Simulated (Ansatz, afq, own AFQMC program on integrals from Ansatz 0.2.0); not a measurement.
**AlNH₃ (doublet): AFQMC on the coupled-cluster ladder at distance Al1–N2 = 2.378 Å, cc-pVDZ**

Aim: compute AlNH₃ (doublet) with auxiliary-field quantum Monte Carlo on the same integrals as coupled cluster, and set the energies side by side.

The runs use Ansatz 0.2.0, Gaussian basis, and an in-house AFQMC program (afq) on its integrals; all values are calculated; cc-pVDZ, frozen cores.

Plan: PBE (unrestricted); r2SCAN (unrestricted); PBE0 (unrestricted); B3LYP (unrestricted); wB97M-V (unrestricted); B2PLYP (unrestricted); CCSD(T) on UHF; CCSDT(Q) on UHF; Phaseless AFQMC, CISD trial on UHF; Phaseless AFQMC, single-determinant trial on UHF.

3 further runs of the same task are left out: 3 that didn't finish.

## (1) The system

The geometry derives from a PBE0/def2-TZVP stationary point (not a proven minimum). One bond is set to the value named and the two fragments are kept rigid.

5 atoms, charge 0, spin multiplicity 2.

Atoms are counted from 1 here; the program's logs count them from 0.

Bond lengths: Al1–H3 1.581 Å, Al1–H4 1.581 Å, N2–H5 1.005 Å. Angles: H3–Al1–H4 125.8°.

As a file:

```csv
atom,x (Å),y (Å),z (Å)
Al1,0.0000,0.0000,0.8013
N2,0.0000,0.0000,-1.5767
H3,0.0000,1.4073,1.5212
H4,0.0000,-1.4073,1.5212
H5,0.0000,0.0000,-2.5816
```

## (2) PBE (unrestricted)

File in.yaml:

```yaml
crystal:
  periodic: [false, false, false]
  atoms:
    - {symbol: Al, position_ang: [0.000000, 0.000000, 0.801291]}
    - {symbol: N, position_ang: [0.000000, 0.000000, -1.576709]}
    - {symbol: H, position_ang: [0.000000, 1.407264, 1.521168]}
    - {symbol: H, position_ang: [0.000000, -1.407264, 1.521168]}
    - {symbol: H, position_ang: [0.000000, 0.000000, -2.581571]}
basis:
  gaussian: {orbitals: cc-pVDZ}
magnetization: {spin_polarized: true, initial_magnetization: 1}
hamiltonian: {xc: {name: PBE}}
output: {orbitals: {seedname: orbitals}}
```

Launch:

```
> ansatz run in.yaml --threads 1 --pin off --events-out ev --progress --plain --max-ram 1382MiB
```

Standard output:

```text
Functional definition: PBE
  name "PBE"
  cite "Perdew, Burke & Ernzerhof, Phys. Rev. Lett. 77, 3865 (1996) doi:10.1103/PhysRevLett.77.3865"
  parent pbe
  parameter kappa = 0.804
  parameter beta = 0.06672455060314922
  exchange = pbe_x(kappa = kappa, mu = beta*pi^2/3)
  correlation = pbe_c(beta = beta)
625 factors; their error is unknown
mean field evaluation 1: about -8119.6427 eV, gradient 3.4e1 eV
mean field evaluation 2: about -8023.8143 eV, gradient 9.0e1 eV
mean field evaluation 4: about -8125.7965 eV, gradient 4.3e0 eV
mean field evaluation 8: about -8126.0858 eV, gradient 1.2e-1 eV
mean field evaluation 16: about -8126.0579 eV, gradient 1.3e-4 eV
mean field evaluation 32: about -8126.0579 eV, gradient 5.5e-3 eV
mean field -8126.05791191 eV, -298.6271202230 hartree, gradient 1.0e-5 eV, S^2 0.799617; 7 other end points of the search recorded, 0 dependent functions left out
reference -8126.05795114 eV, -298.6271216645 hartree; 12, 11 occupied and 35, 36 virtual orbitals, 625 factors
Total energy: -8126.05795114 eV, -298.6271216645 hartree
```

Wall time 9 s (1 thread of AMD EPYC (Zen 3), shared host).

From the report: ⟨S²⟩ of the determinant 0.800 (pure doublet: 0.75).

## (3) r2SCAN (unrestricted)

in.yaml: that of step 2 with these lines changed.

```diff
@@ -11,3 +11,2 @@
 magnetization: {spin_polarized: true, initial_magnetization: 1}
-hamiltonian: {xc: {name: PBE}}
-output: {orbitals: {seedname: orbitals}}
+hamiltonian: {xc: {name: r2SCAN}}
```

The command is unchanged.

Standard output:

```text
Functional definition: r2SCAN
  name "r2SCAN"
  cite "Furness, Kaplan, Ning, Perdew & Sun, J. Phys. Chem. Lett. 11, 8208 (2020) doi:10.1021/acs.jpclett.0c02405"
  cite "Furness, Kaplan, Ning, Perdew & Sun, J. Phys. Chem. Lett. 11, 9248 (2020) doi:10.1021/acs.jpclett.0c03077"
  parent r2scan
  parameter k0 = 0.174
  parameter k1 = 0.065
  parameter a1 = 4.9479
  exchange = r2scan_x(k0 = k0, k1 = k1, a1 = a1)
  correlation = r2scan_c
625 factors; their error is unknown
mean field evaluation 1: about -8124.9574 eV, gradient 3.1e1 eV
mean field evaluation 2: about -8049.8927 eV, gradient 8.2e1 eV
mean field evaluation 4: about -8129.8582 eV, gradient 6.5e0 eV
mean field evaluation 8: about -8130.2342 eV, gradient 1.9e-1 eV
mean field evaluation 16: about -8130.2084 eV, gradient 5.2e-4 eV
mean field evaluation 32: about -8129.8974 eV, gradient 1.7e0 eV
mean field -8130.20840738 eV, -298.7796481180 hartree, gradient 6.7e-6 eV, S^2 0.844519; 3 other end points of the search recorded, 0 dependent functions left out
reference -8130.20842272 eV, -298.7796486818 hartree; 12, 11 occupied and 35, 36 virtual orbitals, 625 factors
Total energy: -8130.20842272 eV, -298.7796486818 hartree
```

It took 12 s on 1 thread of AMD EPYC (Zen 3), shared host.

From the report: ⟨S²⟩ of the determinant 0.845 (pure doublet: 0.75).

## (4) PBE0 (unrestricted)

in.yaml: that of step 3 with these lines changed.

```diff
@@ -11,2 +11,3 @@
 magnetization: {spin_polarized: true, initial_magnetization: 1}
-hamiltonian: {xc: {name: r2SCAN}}
+hamiltonian: {xc: {name: PBE0}}
+output: {orbitals: {seedname: orbitals}}
```

Launched as before.

Standard output (excerpt; [...] marks lines left out):

```text
Functional definition: PBE0
  name "PBE0"
  cite "Adamo & Barone, J. Chem. Phys. 110, 6158 (1999) doi:10.1063/1.478522"
  cite "Perdew, Burke & Ernzerhof, Phys. Rev. Lett. 77, 3865 (1996) doi:10.1103/PhysRevLett.77.3865"
  parent pbe
[...]
446 factors; integrals over basis functions are off by at most 1.5e-3 eV
[...]
mean field -8126.74803460 eV, -298.6524817638 hartree, gradient 1.3e-5 eV, S^2 0.803039; 3 other end points of the search recorded, 0 dependent functions left out
reference -8126.74806386 eV, -298.6524828392 hartree; 12, 11 occupied and 35, 36 virtual orbitals, 446 factors
Total energy: -8126.74806386 eV, -298.6524828392 hartree
```

Wall time 5.5 s (1 thread of AMD EPYC (Zen 3), shared host).

From the report: ⟨S²⟩ of the determinant 0.803 (pure doublet: 0.75).

## (5) B3LYP (unrestricted)

in.yaml: that of step 4 with these lines changed.

```diff
@@ -11,3 +11,2 @@
 magnetization: {spin_polarized: true, initial_magnetization: 1}
-hamiltonian: {xc: {name: PBE0}}
-output: {orbitals: {seedname: orbitals}}
+hamiltonian: {xc: {name: B3LYP}}
```

Launched as before.

Standard output (excerpt; [...] marks lines left out):

```text
Functional definition: B3LYP
  name "B3LYP"
  cite "Stephens, Devlin, Chabalowski & Frisch, J. Phys. Chem. 98, 11623 (1994) doi:10.1021/j100096a001"
  cite "Becke, Phys. Rev. A 38, 3098 (1988) doi:10.1103/PhysRevA.38.3098"
  cite "Lee, Yang & Parr, Phys. Rev. B 37, 785 (1988) doi:10.1103/PhysRevB.37.785"
  cite "Vosko, Wilk & Nusair, Can. J. Phys. 58, 1200 (1980) doi:10.1139/p80-159"
[...]
446 factors; integrals over basis functions are off by at most 1.5e-3 eV
[...]
mean field -8132.48677462 eV, -298.8633765697 hartree, gradient 8.0e-7 eV, S^2 0.791907; 3 other end points of the search recorded, 0 dependent functions left out
reference -8132.48700780 eV, -298.8633851390 hartree; 12, 11 occupied and 35, 36 virtual orbitals, 446 factors
Total energy: -8132.48700780 eV, -298.8633851390 hartree
```

It took 6 s on 1 thread of AMD EPYC (Zen 3), shared host.

From the report: ⟨S²⟩ of the determinant 0.792 (pure doublet: 0.75).

## (6) wB97M-V (unrestricted)

in.yaml: that of step 5 with these lines changed.

```diff
@@ -11,2 +11,3 @@
 magnetization: {spin_polarized: true, initial_magnetization: 1}
-hamiltonian: {xc: {name: B3LYP}}
+hamiltonian: {xc: {name: wB97M-V}}
+output: {orbitals: {seedname: orbitals}}
```

Launched as before.

Standard output (excerpt; [...] marks lines left out):

```text
Functional definition: wB97M-V
  name "wB97M-V"
  cite "Mardirossian & Head-Gordon, J. Chem. Phys. 144, 214110 (2016) doi:10.1063/1.4952647"
  cite "Becke, J. Chem. Phys. 107, 8554 (1997) doi:10.1063/1.475007"
  cite "Vydrov & Van Voorhis, J. Chem. Phys. 133, 244103 (2010) doi:10.1063/1.3521275"
  # Of w^i u^j: cxij and so on, Table III.
[...]
  gx(w, u) = 1 - cx + cx01*u + cx10*w
  gss(w, u) = css00 + css04*u^4 + css10*w + css20*w^2 + css43*w^4*u^3
  gos(w, u) = cos00 + cos10*w + (cos20 + cos21*u)*w^2 + (cos60 + cos61*u)*w^6
[...]
      + integral(e_c_pw_mod_opposite_spin*gos(b97_w_opposite, b97_u_opposite)) + vv10(b, c)
446 factors; integrals over basis functions are off by at most 1.5e-3 eV
156 factors; integrals over basis functions are off by at most 9.1e-6 eV
[...]
mean field -8130.42142200 eV, -298.7874762610 hartree, gradient 1.3e-6 eV, S^2 0.772111; 1 other end points of the search recorded, 0 dependent functions left out
reference -8130.42146790 eV, -298.7874779479 hartree; 12, 11 occupied and 35, 36 virtual orbitals, 446 factors
Total energy: -8130.42146790 eV, -298.7874779479 hartree
```

Run time: 17 s. Hardware: 1 thread of AMD EPYC (Zen 3), shared host.

From the report: ⟨S²⟩ of the determinant 0.772 (pure doublet: 0.75).

## (7) B2PLYP (unrestricted)

in.yaml: that of step 6 with these lines changed.

```diff
@@ -11,3 +11,3 @@
 magnetization: {spin_polarized: true, initial_magnetization: 1}
-hamiltonian: {xc: {name: wB97M-V}}
-output: {orbitals: {seedname: orbitals}}
+hamiltonian: {xc: {name: B2PLYP}}
+correlation: {electrons: outside_noble_gas}
```

Same command.

Standard output (excerpt; [...] marks lines left out):

```text
Functional definition: B2PLYP
  name "B2PLYP"
  cite "Grimme, J. Chem. Phys. 124, 034108 (2006) doi:10.1063/1.2148954"
  cite "Becke, Phys. Rev. A 38, 3098 (1988) doi:10.1103/PhysRevA.38.3098"
  cite "Lee, Yang & Parr, Phys. Rev. B 37, 785 (1988) doi:10.1103/PhysRevB.37.785"
[...]
446 factors; integrals over basis functions are off by at most 1.5e-3 eV
[...]
mean field -8124.95660774 eV, -298.5866480412 hartree, gradient 3.4e-6 eV, S^2 0.795998; 6 other end points of the search recorded, 0 dependent functions left out
6 core orbitals not correlated: weight in the atoms' cores, before any rotation towards them, 1.000 or more for the frozen orbitals, at most 0.000 for the correlated occupied ones
reference -8124.95675388 eV, -298.5866534117 hartree; 6, 5 occupied and 35, 36 virtual orbitals, 446 factors
second order -7.19573997 eV of doubles, -0.00000000 eV of singles
Total energy: -8126.89960368 eV, -298.6580518247 hartree
```

Wall time 9 s (1 thread of AMD EPYC (Zen 3), shared host).

From the report: ⟨S²⟩ of the determinant 0.796 (pure doublet: 0.75).

## (8) CCSD(T) on UHF

in.yaml: that of step 7 with these lines changed.

```diff
@@ -11,3 +11,2 @@
 magnetization: {spin_polarized: true, initial_magnetization: 1}
-hamiltonian: {xc: {name: B2PLYP}}
-correlation: {electrons: outside_noble_gas}
+correlation: {method: ccsd_t, electrons: outside_noble_gas, hamiltonian_folder: ham}
```

Same command.

Standard output (excerpt; [...] marks lines left out):

```text
Functional definition: HF
  name "HF"
  cite "Fock, Z. Phys. 61, 126 (1930) doi:10.1007/BF01340294"
  parent pbe
[...]
446 factors; integrals over basis functions are off by at most 1.5e-3 eV
[...]
mean field -8108.80398887 eV, -297.9930502461 hartree, gradient 3.0e-6 eV, S^2 0.801594; 18 other end points of the search recorded, 0 dependent functions left out
determinant -8108.80398887 eV, -297.9930502461 hartree, with singles and doubles -8115.33466937 eV, -298.2330483278 hartree
determinant -8108.60016717 eV, -297.9855599368 hartree, with singles and doubles -8115.02452862 eV, -298.2216508655 hartree
determinant -8107.19604464 eV, -297.9339593856 hartree, with singles and doubles -8112.92277884 eV, -298.1444129856 hartree
determinant -8106.88075753 eV, -297.9223727982 hartree, with singles and doubles -8112.73850051 eV, -298.1376408821 hartree
determinant -8106.50716425 eV, -297.9086434983 hartree, with singles and doubles -8112.44124247 eV, -298.1267168505 hartree
determinant -8106.50526348 eV, -297.9085736464 hartree, with singles and doubles -8112.43388988 eV, -298.1264466478 hartree
determinant -8108.80398887 eV, -297.9930502461 hartree, with singles and doubles -8115.34024306 eV, -298.2332531573 hartree
determinant -8108.60016717 eV, -297.9855599368 hartree, with singles and doubles -8115.02631154 eV, -298.2217163869 hartree
6 core orbitals not correlated: weight in the atoms' cores, before any rotation towards them, 1.000 or more for the frozen orbitals, at most 0.000 for the correlated occupied ones
reference -8108.80398887 eV, -297.9930502461 hartree; 6, 5 occupied and 35, 36 virtual orbitals, 446 factors
second order -5.62747169 eV of doubles, -0.00000000 eV of singles
cycle   1  -6.53625312 eV  change    1.1e-6 eV  update   3.0e-6
perturbative correction -0.19116512 eV, -0.0070251888 hartree
Total energy: -8115.53140711 eV, -298.2402783065 hartree
```

Run time: 31 s. Hardware: 1 thread of AMD EPYC (Zen 3), shared host.

From the report: ⟨S²⟩ of the determinant 0.802 (pure doublet: 0.75); correlation -6.7274 eV; T1 0.032; largest double amplitude 0.06.

This run also writes the integrals to the folder ham.

## (9) CCSDT(Q) on UHF

in.yaml: that of step 8 with these lines changed.

```diff
@@ -11,2 +11,2 @@
 magnetization: {spin_polarized: true, initial_magnetization: 1}
-correlation: {method: ccsd_t, electrons: outside_noble_gas, hamiltonian_folder: ham}
+correlation: {method: ccsdt_q, electrons: outside_noble_gas}
```

The command is unchanged.

Standard output (excerpt; [...] marks lines left out):

```text
Functional definition: HF
  name "HF"
  cite "Fock, Z. Phys. 61, 126 (1930) doi:10.1007/BF01340294"
  parent pbe
[...]
858 factors; integrals over basis functions are off by at most 1.7e-7 eV
[...]
mean field -8108.80403332 eV, -297.9930518797 hartree, gradient 1.6e-6 eV, S^2 0.801593; 18 other end points of the search recorded, 0 dependent functions left out
determinant -8108.80403332 eV, -297.9930518797 hartree, with singles and doubles -8115.33470678 eV, -298.2330497027 hartree
determinant -8108.60021559 eV, -297.9855617161 hartree, with singles and doubles -8115.02457417 eV, -298.2216525396 hartree
determinant -8107.19609662 eV, -297.9339612957 hartree, with singles and doubles -8112.92282430 eV, -298.1444146563 hartree
determinant -8106.88082635 eV, -297.9223753273 hartree, with singles and doubles -8112.73855892 eV, -298.1376430287 hartree
determinant -8106.50722428 eV, -297.9086457044 hartree, with singles and doubles -8112.44129567 eV, -298.1267188058 hartree
determinant -8106.50532068 eV, -297.9085757484 hartree, with singles and doubles -8112.43393898 eV, -298.1264484523 hartree
determinant -8108.80403332 eV, -297.9930518797 hartree, with singles and doubles -8115.34028061 eV, -298.2332545373 hartree
determinant -8108.60021559 eV, -297.9855617161 hartree, with singles and doubles -8115.02635777 eV, -298.2217180857 hartree
6 core orbitals not correlated: weight in the atoms' cores, before any rotation towards them, 1.000 or more for the frozen orbitals, at most 0.000 for the correlated occupied ones
reference -8108.80403332 eV, -297.9930518797 hartree; 6, 5 occupied and 35, 36 virtual orbitals, 858 factors
second order -5.62751122 eV of doubles, -0.00000000 eV of singles
cycle   1  -6.17409591 eV  change   -5.5e-1 eV  update   1.0e-1
[...]
cycle  27  -6.77361140 eV  change   -8.9e-8 eV  update   2.4e-7
perturbative correction -0.02798871 eV, -0.0010285662 hartree
Total energy: -8115.60563343 eV, -298.2430060736 hartree
```

Run time: 2.2 min. Hardware: 1 thread of AMD EPYC (Zen 3), shared host; peak memory 0.5 GiB.

From the report: ⟨S²⟩ of the determinant 0.802 (pure doublet: 0.75); correlation -6.8016 eV; T1 0.039; largest double amplitude 0.09.

## (10) Phaseless AFQMC, CISD trial on UHF

It reads the integrals that the CCSD(T) run on this determinant wrote.

Launch:

```
> afq ham --method phaseless --trial cisd --walkers 60 --populations 1 --least-time 40 --time-step 0.005 --steps-per-block 50 --equilibration-blocks 40 --max-blocks 300 --target-error 0.0008 --factor-cut 1e-05 --start spin_pure --seed 2223 --release-times 0.24,0.51,0.99,1.62,2.4 --release-step 0.03 --release-every 4 --taylor-order 6
```

Standard output:

```text
orbitals 41  electrons 6 5  factors 301 of 446
reference energy -297.99305025 Eh
CCSD correlation -0.24020275 Eh in 16 cycles, weight of the determinant in the CISD state 0.8704
energy of the start -298.232260 Eh
 block  time / (1/Eh)  mean weight  energy / Eh
     1     0.250  0.9986  -298.229605
     2     0.500  1.0006  -298.229979
     3     0.750  0.9994  -298.230216
     4     1.000  0.9999  -298.231680
     5     1.250  1.0013  -298.232720
     6     1.500  1.0006  -298.236416
     7     1.750  0.9989  -298.241301
     8     2.000  0.9977  -298.240164
     9     2.250  1.0002  -298.238229
    10     2.500  0.9987  -298.237106
    13     3.250  0.9987  -298.234769
    19     4.750  0.9991  -298.238950
    25     6.250  1.0004  -298.238851
    31     7.750  1.0005  -298.245877
    37     9.250  1.0017  -298.244171
    43    10.750  0.9980  -298.237422
    49    12.250  0.9987  -298.244444
    55    13.750  0.9989  -298.239584
    61    15.250  1.0013  -298.243122
    67    16.750  0.9999  -298.239445
    73    18.250  1.0015  -298.240265
    79    19.750  1.0008  -298.240546
    85    21.250  0.9996  -298.240749
    91    22.750  1.0005  -298.231451
    97    24.250  0.9983  -298.232604
   103    25.750  0.9995  -298.240694
   109    27.250  0.9998  -298.238722
   115    28.750  1.0009  -298.240075
   121    30.250  1.0014  -298.236366
   127    31.750  0.9995  -298.241175
   133    33.250  1.0019  -298.261882
   139    34.750  0.9991  -298.238133
   145    36.250  0.9992  -298.240202
   151    37.750  0.9989  -298.237760
   157    39.250  1.0007  -298.240368
   163    40.750  0.9980  -298.236571
   169    42.250  0.9982  -298.244407
   175    43.750  0.9986  -298.243241
   181    45.250  0.9991  -298.240140
   187    46.750  0.9976  -298.230958
   193    48.250  1.0002  -298.253579
   199    49.750  1.0002  -298.246902
   205    51.250  1.0002  -298.250118
   211    52.750  0.9999  -298.236815
   217    54.250  0.9991  -298.239483
   223    55.750  0.9977  -298.240494
   229    57.250  1.0012  -298.242939
   235    58.750  0.9972  -298.236171
blocks merged  error / Eh  count
     1  0.000452  200
     2  0.000551  100
     4  0.000693  50
     8  0.000790  25
    16  0.001044  12
released: time / (1/Eh)  energy / Eh  error  mean overlap
  0.24  -298.241587  0.000590  0.9999
  0.51  -298.242206  0.000639  0.9954
  0.99  -298.242163  0.000704  0.9935
  1.62  -298.243163  0.000897  0.9785
  2.40  -298.242603  0.001050  1.0040
energy -298.241623 +/- 0.000790 Eh
```

Wall time 14 min (1 thread of AMD EPYC (Zen 3), shared host).

Energy -8115.5680 ± 0.0215 eV. Caveats: constraint bias not in the error. The error still grows with block length (0.0189 to 0.0284 eV), so the bar may be too small.

## (11) Phaseless AFQMC, single-determinant trial on UHF

It reads the integrals that the CCSD(T) run on this determinant wrote.

Launch:

```
> afq ham --method phaseless --trial hf --walkers 120 --populations 1 --least-time 40 --time-step 0.005 --steps-per-block 20 --equilibration-blocks 160 --max-blocks 600 --target-error 0.0024000000000000002 --factor-cut 1e-05 --start spin_pure --seed 8721 --taylor-order 6
```

Standard output:

```text
orbitals 41  electrons 6 5  factors 301 of 446
reference energy -297.99305025 Eh
CCSD correlation -0.24020275 Eh in 16 cycles, weight of the determinant in the CISD state 0.8704
energy of the start -297.994148 Eh
 block  time / (1/Eh)  mean weight  energy / Eh
     1     0.100  1.0023  -298.051851
     2     0.200  1.0005  -298.084370
     3     0.300  1.0010  -298.105728
     4     0.400  1.0020  -298.140585
     5     0.500  1.0006  -298.148958
     6     0.600  0.9992  -298.167942
     7     0.700  0.9998  -298.173822
     8     0.800  1.0003  -298.171614
     9     0.900  1.0016  -298.184896
    10     1.000  1.0002  -298.188318
    15     1.500  0.9999  -298.203899
    29     2.900  0.9990  -298.242321
    43     4.300  0.9997  -298.245238
    57     5.700  0.9991  -298.233889
    71     7.100  1.0002  -298.221867
    85     8.500  1.0002  -298.264446
    99     9.900  0.9993  -298.244692
   113    11.300  1.0010  -298.228880
   127    12.700  0.9993  -298.249494
   141    14.100  1.0010  -298.238265
   155    15.500  1.0011  -298.243224
   169    16.900  0.9994  -298.212090
   183    18.300  1.0008  -298.299073
   197    19.700  1.0007  -298.244117
   211    21.100  0.9996  -298.251892
   225    22.500  0.9992  -298.237564
   239    23.900  1.0012  -298.249402
   253    25.300  0.9988  -298.210313
   267    26.700  0.9993  -298.252220
   281    28.100  1.0004  -298.246690
   295    29.500  0.9980  -298.216104
   309    30.900  1.0006  -298.234939
   323    32.300  1.0010  -298.251350
   337    33.700  0.9961  -298.231429
   351    35.100  1.0021  -298.248284
   365    36.500  1.0009  -298.248599
   379    37.900  0.9995  -298.265557
   393    39.300  1.0002  -298.240976
   407    40.700  1.0005  -298.234756
   421    42.100  1.0002  -298.271334
   435    43.500  0.9994  -298.267905
   449    44.900  1.0001  -298.242850
   463    46.300  1.0005  -298.238026
   477    47.700  1.0014  -298.229972
   491    49.100  0.9998  -298.238309
   505    50.500  0.9968  -298.226272
   519    51.900  1.0025  -298.251745
   533    53.300  0.9998  -298.246757
   547    54.700  0.9996  -298.254333
blocks merged  error / Eh  count
     1  0.001018  400
     2  0.001305  200
     4  0.001614  100
     8  0.001973  50
    16  0.001883  25
    32  0.001180  12
energy -298.248351 +/- 0.001973 Eh
```

Run time: 8.9 min. Hardware: 1 thread of AMD EPYC (Zen 3), shared host.

Energy -8115.7511 ± 0.0537 eV. Caveats: constraint bias not in the error.

## (12) AFQMC on the ladder

On the UHF determinant, counted from CCSDT(Q) (a yardstick, not exact):

```csv
level,energy (eV),from CCSDT(Q) (meV),statistical error (meV),time
HF,-8108.8040,+6801.6,,
MP2,-8114.4315,+1174.2,,
CCSD,-8115.3402,+265.4,,
CCSD(T),-8115.5314,+74.2,,
CCSDT(Q),-8115.6056,0.0,,
"Phaseless AFQMC, CISD trial, step 0.005, 60 walkers",-8115.5680,+37.6,21.5,14 min
"Phaseless AFQMC, single-determinant trial, step 0.005, 120 walkers",-8115.7511,-145.4,53.7,8.9 min
```

The functionals' totals stand on their own zeros and serve differences with other points: PBE -8126.058 eV; r2SCAN -8130.208 eV; PBE0 -8126.748 eV; B3LYP -8132.487 eV; wB97M-V -8130.421 eV; B2PLYP -8126.900 eV.

## (13) What came out

| quantity | value |
| --- | --- |
| CCSD(T) on UHF from CCSDT(Q) | +74.2 meV |
| Phaseless AFQMC, CISD trial on UHF from CCSDT(Q) | +37.6 ± 21.5 meV |
| Phaseless AFQMC, single-determinant trial on UHF from CCSDT(Q) | -145.4 ± 53.7 meV |

What this shows: On UHF the phaseless walk with the CISD trial lies +37.6 meV from CCSDT(Q), within three error bars. Error bars are statistical and leave out the constraint, the time step and what remains of the start.
